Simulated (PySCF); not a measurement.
## Constants of BF, step by step

State: ¹Σ⁺, singlet, closed shell. De refers to B + F. RHF-based CCSD(T) in PySCF 2.14 with B aug-cc-pVTZ, F aug-cc-pVTZ and B aug-cc-pVQZ, F aug-cc-pVQZ (frozen core orbitals: 2; no relativity). Correlation energies are extrapolated as n⁻³ (n = 3, 4), Hartree–Fock as (n+1)·exp(−9√n). CV is the change on freezing 0 orbitals instead, in B cc-pwCVTZ, F cc-pwCVTZ. SR is the spin-free X2C energy in B cc-pVTZ-DK, F cc-pVTZ-DK less the non-relativistic one in B cc-pVTZ, F cc-pVTZ.

```
            Level  Re (Å)  ωe (cm⁻¹)  ωexe (cm⁻¹)  αe (cm⁻¹)  De (eV)
       CCSD(T)/TZ  1.2746     1381.0         11.6     0.0186    7.715
       CCSD(T)/QZ  1.2687     1390.6         11.6     0.0188    7.832
           HF/CBS  1.2449     1495.8         11.7     0.0183    5.978
          MP2/CBS  1.2637     1407.8         11.8     0.0189    8.279
         CCSD/CBS  1.2624     1415.5         11.6     0.0187    7.723
      CCSD(T)/CBS  1.2664     1396.2         11.7     0.0189    7.901
   CCSD(T)/CBS+CV  1.2632     1404.3         11.8     0.0190    7.929
CCSD(T)/CBS+CV+SR  1.2630     1403.7         11.8     0.0190    7.922
```

Task: How much is left between CCSD(T)/QZ and the basis-set limit, and how much do the triples give at the limit?

Result: CCSD(T)/CBS less CCSD(T)/QZ: -2.3 mÅ in Re, +5.6 cm⁻¹ in ωe and +0.069 eV in De. CCSD(T)/CBS less CCSD/CBS: +4.0 mÅ in Re, -19.3 cm⁻¹ in ωe and +0.178 eV in De.

Task: What do the later terms add?

Result: CV: -3.2 mÅ in Re, +8.1 cm⁻¹ in ωe and +0.028 eV in De; SR: -0.2 mÅ in Re, -0.6 cm⁻¹ in ωe and -0.007 eV in De, each against the row above.

The T1 diagnostic is 0.016. The open-shell atoms are computed with UHF. Spin–orbit coupling, excitations beyond (T) and corrections to the Born–Oppenheimer picture are left out.

The whole job (state search and all basis sets along the bond) took about 6.1 min on 4 threads of Arm Neoverse V1 (shared host), peak memory 7.7 GiB.
